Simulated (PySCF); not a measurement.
Gas-phase reaction: 3 C4H6 (butadiene) ⇌ C3H6 (cyclic) + 3 C3H4 (allene)

Energies from PySCF (xtb for GFN2), thermal terms from the rigid-rotor harmonic-oscillator model, ideal gas at 1 bar. Table values come from the NASA 1993 polynomials. † marks an energy on the PBE0/def2-TZVP geometry and frequencies; other levels use their own. MP2 freezes the core. 6-31G* has spherical d functions here. All species are closed-shell singlets. B3LYP is the form with VWN-RPA correlation. For this reaction the table lies outside the span of B3LYP, CCSD(T), M06-2X, MP2, PBE0, r2SCAN, ωB97M-V, ωB97X-V in their largest bases here; which side is off was not settled. MP2 isn't extrapolated to the basis-set limit; its ΔH°(298 K) is 298.7 kJ in def2-SVP and 289.7 kJ in def2-TZVPP. The harmonic model lacks anharmonicity and excited electronic states, which grow with temperature; levels with a mode under 35 cm⁻¹ are left out. Internal rotation in C4H6 (butadiene) is treated as a harmonic vibration of one conformer, which makes the entropy rough.

```csv
level,"ΔH°(298 K), kJ",minus table,"ΔG°(1000 K), kJ"
table,296.1,-,173.7
B3LYP/6-31G*,266.6,-29.5,133.6
BLYP/def2-TZVP†,244.4,-51.7,110.1
GFN2-xTB,207.8,-88.3,75.8
MP2/def2-TZVPP†,289.7,-6.4,155.5
PBE/def2-TZVP†,247.4,-48.7,113.1
PBE0/def2-TZVP,258.9,-37.2,124.6
r2SCAN/def2-TZVP†,262.0,-34.1,127.7
LDA/def2-TZVP†,268.9,-27.2,134.7
```
